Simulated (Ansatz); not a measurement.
## How far each method lies from full CI for [H···H···S], triplet

Geometry: a point of a hydrogen-transfer path between rigid fragments, not a stationary point.

```xyz
3

H     0.0000    0.0000   -1.2413
H     0.0000    0.0000   -0.2403
S     0.0000    0.0000    1.4817
```

Basis cc-pVDZ; Ansatz 0.2.0. Correlated methods freeze the noble-gas cores, which leaves 8 electrons in 23 orbitals. R marks a restricted (for open shells ROHF) determinant, U an unrestricted one. Active spaces: pair = (4e, 4o) about the gap; valence = (8e, 6o) chosen from the atoms' valence shells.

Full CI is exact within this basis and frozen core; it isn't the basis-set limit. The frozen core follows each run's orbitals, which can shift R against U totals by a few meV.

For open shells CISD is restricted-active-space CI with the open shells as a complete middle space.

The UHF ⟨S²⟩ is 2.059. The T1 diagnostic (RCCSD) is 0.0299 and the largest doubles amplitude (RCCSD) is 0.089. The T1 diagnostic (UCCSD) is 0.0183.

| level | E − E(full CI) (kcal/mol) | share of correlation (%) | wall time |
| --- | --- | --- | --- |
| RHF | 101.60 | 0.00 | – |
| UHF | 94.26 | 7.23 | – |
| RMP2 | 19.70 | 80.61 | – |
| UMP2 | 20.01 | 80.31 | – |
| CISD | 6.70 | 93.40 | 0.67 s |
| RCCSD | 2.04 | 98.00 | – |
| UCCSD | 1.96 | 98.08 | – |
| RCCSD(T) | 0.44 | 99.57 | 1 s |
| UCCSD(T) | 0.45 | 99.56 | 0.91 s |
| BCCD(T) | 0.44 | 99.56 | 0.94 s |
| RCCSDT | 0.11 | 99.89 | – |
| UCCSDT | 0.11 | 99.89 | – |
| RCCSDT(Q) | 0.01 | 99.99 | 3.7 s |
| UCCSDT(Q) | 0.01 | 99.99 | 3.2 s |
| RCCSDTQ | 0.00 | 100.00 | 11 s (H100) |
| UCCSDTQ | -0.01 | 100.01 | 8.5 s (H100) |
| CASSCF (pair space) | 82.86 | 18.44 | – |
| NEVPT2 (pair space) | 15.17 | 85.07 | 0.85 s |
| CASSCF (valence space) | 81.61 | 19.68 | – |
| NEVPT2 (valence space) | 19.34 | 80.96 | 0.46 s |
| MRCISD (valence space) | 4.31 | 95.76 | – |
| MRCISD+Q (valence space) | -0.32 | 100.32 | 0.73 s |
| MRCISD+Q(relaxed) (valence space) | -0.60 | 100.59 | 0.79 s |

The correlation energy at full CI, counted from RHF, is -4.406 eV. That run took 6.5 s on 2 threads of AMD EPYC 7R13 with a shared H100 80 GB, shared host over 19,602,700 determinants.

Times hold each run's SCF and search for its determinant on a shared host, so for small cases they say little of a method's own cost; rows without a card ran on 1 thread of AMD EPYC 7R13.

Not variational, and here over 5 meV under the exact energy: MRCISD+Q (valence space), MRCISD+Q(relaxed) (valence space).

The full-CI state has the irrep B2 of C2v, in the program's axes (one component, if the state is degenerate).

Natural occupations of full CI about the gap: 1.964 1.958 1.938 0.996 0.994 0.048 0.014 0.014 0.014 0.011; effectively unpaired electrons, Σ n²(2−n)², 2.04.
